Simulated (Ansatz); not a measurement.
For rock-salt PbTe, PBE-D3(BJ) (Ansatz, a first-principles code, plane waves, PAW) gives:

| Property | Result |
|---|---|
| lattice constant a | 6.469 Å |
| bulk modulus | 41.2 GPa |
| cohesive energy | 3.48 eV/atom |
| band gap | 0.74 eV |

Q: What does PBE0-D3(BJ) in Ansatz (plane waves, PAW) give for the same quantities?

A: 
- lattice constant a: 6.415 Å (falls by 0.8 %)
- bulk modulus: 47.7 GPa (increases by 16 %)
- cohesive energy: 3.40 eV/atom (decreases by 0.08 eV/atom)
- band gap: 1.59 eV (increases by 0.85 eV)

For comparison: lattice constant a 6.438 Å (measured, 120 K, not corrected to a static lattice; as tabulated in Noda, Masumoto, Ohba, Saito, Toriumi, Iwata, Shibuya, Acta Cryst. C 43, 1443 …); bulk modulus 39.8 GPa (measured, 300 K, not corrected to a static lattice, our sources range from 39.8 to 44.0; as tabulated in Hummer et al. (2007), doi:10.1103/physrevb.75.195211).

Changes are worked out from the printed values.

Unless a cell is named, each level is at its own relaxed cell (PBE-D3(BJ) 33.84, PBE0-D3(BJ) 33.00 Å³/atom).

Levels without +SOC leave out spin–orbit coupling, which shifts energies and cells of such heavy elements.

Spin–orbit coupling is included only where a level's name says +SOC; with heavier elements it mostly lowers gaps and can invert bands. Density-functional gaps are differences of (generalised) Kohn–Sham levels.

Ansatz's density-functional and Hartree–Fock values are scalar-relativistic unless marked +SOC, with PAW data made under PBE.
